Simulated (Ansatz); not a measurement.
Reaction: HOCl (SMILES OCl) → OCl (SMILES [O]Cl, doublet) + H (doublet) (the H-O bond breaks)
Each species at its own B3LYP-D3(BJ)/def2-TZVP minimum (Ansatz, an electronic-structure program).

Quantity: bond dissociation energy (electronic), in kcal/mol. Open shells are spin-unrestricted; no spin-orbit coupling. Correlated methods leave the cores frozen. Rows without X2C or -DK are non-relativistic. CBS(X,Y): correlation extrapolated as X^-3, Hartree-Fock from the larger set (Q,5: extrapolated as (X+1)exp(-9√X)). A bracket is a step between two methods taken in the basis named. The functionals are non-relativistic, so their misses hold any scalar relativity. 'core' is core correlation in cc-pwCVTZ (1s frozen past Ne), 'X2C' scalar relativity in cc-pVTZ-DK, both at CCSD(T). Where a partner has so few electrons that a lower coupled-cluster level is exact, that level stands in.

Compared with CCSD(T)/CBS(cc-pV(Q+d)Z,cc-pV(5+d)Z) + [CCSDT(Q) - CCSD(T)]/cc-pV(T+d)Z + [CCSDTQ - CCSDT(Q)]/cc-pV(D+d)Z + core + X2C (Ansatz): 100.9 kcal/mol.

Costs are rough ratios of core time, to one figure, on one kind of shared machine, summed over the single points of the molecules; atoms, geometries and frequencies are left out. The first row took roughly 5 core seconds; short runs hold start-up time.

```tsv
level	program	cost relative to the first row	difference (kcal/mol)
CAM-B3LYP/def2-TZVPD	Ansatz	1	-3.4
r2SCAN/def2-TZVPD	Ansatz	1	-6.8
CCSD(T)/cc-pV(T+d)Z	Ansatz	3	-0.9
CCSD(T)/cc-pV(Q+d)Z	Ansatz	10	0.1
CCSD(T)/CBS(cc-pV(T+d)Z,cc-pV(Q+d)Z)	Ansatz	10	0.9
CCSD(T)/CBS(cc-pV(T+d)Z,cc-pV(Q+d)Z) + core + X2C	Ansatz	40	0.9
CCSDTQ/cc-pV(D+d)Z	Ansatz	600	-4.5
```

The dearest row costs roughly 600 times the first. Costs within a factor of two don't rank. The table holds for this case alone.
